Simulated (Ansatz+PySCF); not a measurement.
Results of a calculation; reference values are marked as such.
A run of PySCF 2.14.0 on singlet CH₂S at this shape:

```json
{"atom": "C", "x (Å)": "0.0000", "y (Å)": "0.0000", "z (Å)": "-1.1034"}
{"atom": "S", "x (Å)": "0.0000", "y (Å)": "0.0000", "z (Å)": "0.6315"}
{"atom": "H", "x (Å)": "0.0000", "y (Å)": "-1.0041", "z (Å)": "-1.7418"}
{"atom": "H", "x (Å)": "0.0000", "y (Å)": "1.0041", "z (Å)": "-1.7418"}
```

Its results:

```json
{"Converged": "yes", "Reference energy": "-436.34023 hartree", "Correlation energy": "-0.27252 hartree", "Total energy": "-436.61275 hartree"}
```

Question: Which input gives this output? Name the method, the orbitals and the basis set, and write the input.

Answer: RHF-MP2 in def2-SVP. An unrestricted run that stays on the closed shell gives the same numbers.

```python
from pyscf import gto, scf, mp

mol = gto.M(atom="""
C 0.000000 0.000000 -1.103370
S 0.000000 0.000000 0.631490
H 0.000000 -1.004090 -1.741800
H 0.000000 1.004090 -1.741800
""", basis='def2-svp', charge=0, spin=0)
mf = scf.RHF(mol)
mf.kernel()
pt = mp.MP2(mf, frozen=6).run()
print(mf.e_tot, pt.e_corr, pt.e_tot)
```

Caution: an unrestricted determinant lies well below.
